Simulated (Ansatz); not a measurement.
`C=C=C(O)Cl` + H₂ → `C=C=CCl` + H₂O at 298.15 K and 1 bar (hydrogenolysis of a C–O bond).

Program: Ansatz. Geometries: PBE0-D4/def2-TZVP. ΔE: electronic, gas phase. CCSD(T)/CBS adds triple-zeta CCSD(T) − MP2 to the extrapolated MP2 energy (def2 sets, frozen cores). This one scheme is used for every species. Each species was taken in one conformer, which may not be the lowest.

```tsv
species	CCSD(T)/CBS energy (Eh)	H − E (kJ/mol)	S (J/(mol·K))
`C=C=C(O)Cl`	-650.83058	153.3	315.7
H₂	-1.17544	35.1	130.4
`C=C=CCl`	-575.66547	138.0	288.4
H₂O	-76.37941	66.4	188.7
```

H − E and S are ideal-gas, rigid-rotor, harmonic terms from PBE0-D4/def2-TZVP, for one conformer and one mirror image of each species. The MP2-based limit puts H₂ 0.8 mEh under its directly extrapolated value; such offsets cancel only in part. 1 Eh = 2625.50 kJ/mol, R = 8.31446 J/(mol·K).

Task: By hand: ΔE, ΔH, ΔS and ΔG.

Result: ΔE = (-575.66547) + (-76.37941) − (-650.83058) − (-1.17544) = -0.03886 Eh = -102.0 kJ/mol. Δ(H − E) = 138.0 + 66.4 − 153.3 − 35.1 = 16.0, so ΔH = -86.0 kJ/mol. ΔS = 288.4 + 188.7 − 315.7 − 130.4 = 31.0 J/(mol·K). ΔG = -86.0 − 298.15 × (31.0)/1000 = -95.2 kJ/mol.

Task: By hand: the equilibrium constant, and the temperature at which ΔG would vanish if ΔH and ΔS stayed fixed.

Result: log₁₀ K = −ΔG/(RT ln 10) = 16.7. ΔH and −TΔS have one sign here, so there is no such temperature.

ΔH outweighs TΔS. A doubt of 5 kJ/mol in ΔE shifts log₁₀ K by 0.9 here. Other conformers and mirror images would add mixing entropy, several J/(mol·K) or more a flexible species. These are equilibria of isolated gas molecules and say nothing of rates. Largest T1 diagnostic: 0.012 (customary marks: 0.02 for closed shells, 0.045 for open ones).
